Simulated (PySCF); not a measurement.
tetrafluoroethylene (C₂F₄), SMILES FC(F)=C(F)F.

Coordinates come from a B3LYP-D3(BJ)/def2-SVP optimisation.

The numbers are results of PBE/def2-TZVP run with PySCF, not measurements.

Symmetry labels are those of the subgroup D2h that the program uses (full group D2h).

Computed valence orbital energies around the gap with their symmetry:
```json
[
 {"orbital": "HOMO−7", "symmetry": "B2g", "energy (eV)": "-12.52"},
 {"orbital": "HOMO−6", "symmetry": "B1u", "energy (eV)": "-11.76"},
 {"orbital": "HOMO−5", "symmetry": "B1g", "energy (eV)": "-11.16"},
 {"orbital": "HOMO−4", "symmetry": "Au", "energy (eV)": "-11.00"},
 {"orbital": "HOMO−3", "symmetry": "B2u", "energy (eV)": "-10.94"},
 {"orbital": "HOMO−2", "symmetry": "Ag", "energy (eV)": "-10.83"},
 {"orbital": "HOMO−1", "symmetry": "B3g", "energy (eV)": "-10.39"},
 {"orbital": "HOMO", "symmetry": "B3u", "energy (eV)": "-6.06"},
 {"orbital": "LUMO", "symmetry": "B2g", "energy (eV)": "-0.31"},
 {"orbital": "LUMO+1", "symmetry": "B2u", "energy (eV)": "0.35"},
 {"orbital": "LUMO+2", "symmetry": "Ag", "energy (eV)": "0.73"},
 {"orbital": "LUMO+3", "symmetry": "B1u", "energy (eV)": "1.36"}
]
```
